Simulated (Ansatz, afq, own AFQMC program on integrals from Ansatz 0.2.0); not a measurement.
BS, doublet in 6-31G, levels against full CI

```xyz
2

B     0.0000    0.0000    0.0000
S     0.0000    0.0000    4.3440
```

Basis 6-31G. Only valence electrons are correlated. Integrals, coupled cluster, full CI and functionals: Ansatz 0.2.0; the random walks run on the same integrals in our own AFQMC program. ph-AFQMC/CISD is guided by a CISD state made of CCSD amplitudes; releasing the constraint for a short imaginary time cuts its bias at the price of noise, slowly where states lie close. ± is one standard error of the sampling.

Determinant: ROHF, the one that the program's search chose, which needn't be the lowest solution. The geometry is a point of a scan.

Full CI on the same integrals is exact in this basis and with this determinant's frozen core.

Cautions: a spin-contaminated unrestricted determinant lies lower (UHF 2.95 eV lower, ⟨S²⟩ 1.74); the search met a lower determinant of the same kind, perhaps of another symmetry (821 meV lower); strong correlation (T1 0.351, weight of the determinant 0.25, largest double 0.18); CCSD(T) is in doubt: among natural orbitals it converges to other amplitudes; the CCSDT(Q) amplitudes may be one of several solutions (largest double 0.90); in a space of 9 electrons in 8 natural orbitals full CI finds another state of this spin 17 meV below the state of CCSDT(Q); the released energies are still falling, so no released level is given (meV from the phaseless value at times in 1/Eh: -1 ± 8 at 0.24, 1 ± 7 at 0.51, -5 ± 5 at 0.99, -16 ± 9 at 1.62, -22 ± 10 at 2.40); the next higher spin lies close (full CI puts it 44 meV above); CCSDT(Q) on the UHF determinant differs (36 meV lower), and it is the one that meets full CI.

- T1 diagnostic: 0.3507
- weight of the determinant in the CISD state: 0.255
- size of the correlated space: 9 electrons in 16 orbitals

| level | correlation energy (eV) |
| --- | --- |
| MP2 | -2.7008 |
| CCSD | -4.7136 |
| CCSD(T) | -4.6999 |

**Question.** Estimate where full CI lies against CCSD(T) on the same integrals.

**Answer.** 1.79 kcal/mol below CCSD(T).

Reference: full CI, correlation energy -4.777 eV. The cautions show a poor starting determinant, so the rows tell how each method copes with it here, and full CI is the sure value.

```csv
level,E − E(reference) (kcal/mol),share of correlation (%)
CCSD(T),1.79,98.38
CCSDT,0.21,99.81
CCSDT(Q),0.91,99.17
ph-AFQMC/CISD,2.59 ± 0.14,97.64
```

CCSDT and higher add their correlation energy to the determinant of the CCSD(T) run, since their own runs factorise the integrals more tightly (a shift of under 2 meV).
